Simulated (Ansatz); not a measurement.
**doublet CO(+): levels of theory in one basis**

```xyz
2

C     0.0000    0.0000    0.0000
O     0.0000    0.0000    1.6300
```

Basis set: def2-SVP (spherical functions). Frozen core: 2 orbitals. Correlation on ROHF uses semicanonical orbitals with singles. Charge 1, multiplicity 2.

Computed with Ansatz (development build ahead of 0.2.0); each method stands on the lowest determinant of its kind that the runs found.

```json
{"method": "ROHF", "E − E(ROHF) (eV)": "0.00", "<S²> of the determinant": "0.75"}
{"method": "UHF", "E − E(ROHF) (eV)": "-0.86", "<S²> of the determinant": "1.77"}
{"method": "ROHF-MP2", "E − E(ROHF) (eV)": "-6.55", "<S²> of the determinant": "–"}
```

(1) What does UHF-MP2 give on the same scale?

(2) Is a single determinant a sound starting point here?

Answers

(1) -5.55 eV.

(2) It is doubtful. Unrestricted orbitals lower Hartree–Fock by 0.86 eV and <S²> is 1.77 where a pure state has 0.75, a sign of strong static correlation.

Caution for ROHF, ROHF-MP2: an unrestricted determinant lies well below. Caution for UHF, UHF-MP2: the unrestricted determinant is a mixture of spin states. Caution for ROHF-MP2, UHF-MP2: bonds are stretched, where a single reference can fail; forces differ strongly between restricted and unrestricted references.
